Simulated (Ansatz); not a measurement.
`O[SiH2][SiH3]` → silanol + `[SiH2]` at 700 K and 1 bar (silylene loss).

Gas-phase electronic energies from Ansatz, PBE0-D4/def2-TZVP geometries. CCSD(T)/CBS adds triple-zeta CCSD(T) − MP2 to the extrapolated MP2 energy (def2 sets, frozen cores). This one scheme is used for every species. Each species was taken in one conformer, which may not be the lowest.

| species | CCSD(T)/CBS energy (Eh) | H − E (kJ/mol) | S (J/(mol·K)) |
| --- | --- | --- | --- |
| `O[SiH2][SiH3]` | -656.96789 | 215.7 | 426.7 |
| `O[SiH3]` | -366.69042 | 144.6 | 321.6 |
| `[SiH2]` | -290.19011 | 56.3 | 240.4 |

H − E and S are ideal-gas, rigid-rotor, harmonic terms from PBE0-D4/def2-TZVP, for one conformer and one mirror image of each species. 1 Eh = 2625.50 kJ/mol, R = 8.31446 J/(mol·K).

Q: By hand: ΔE, ΔH, ΔS and ΔG.

A: ΔE = (-366.69042) + (-290.19011) − (-656.96789) = 0.08736 Eh = 229.4 kJ/mol. Δ(H − E) = 144.6 + 56.3 − 215.7 = -14.8, so ΔH = 214.6 kJ/mol. ΔS = 321.6 + 240.4 − 426.7 = 135.3 J/(mol·K). ΔG = 214.6 − 700 × (135.3)/1000 = 119.9 kJ/mol.

Q: By hand: the equilibrium constant, and the temperature at which ΔG would vanish if ΔH and ΔS stayed fixed.

A: log₁₀ K = −ΔG/(RT ln 10) = -8.9. ΔG = 0 at ΔH/ΔS = 1586 K.

The number of gas molecules changes by +1, which sets the sign of ΔS. A doubt of 5 kJ/mol in ΔE shifts log₁₀ K by 0.4 here. Other conformers and mirror images would add mixing entropy, several J/(mol·K) or more a flexible species. These are equilibria of isolated gas molecules and say nothing of rates. Largest T1 diagnostic: 0.014 (customary marks: 0.02 for closed shells, 0.045 for open ones).
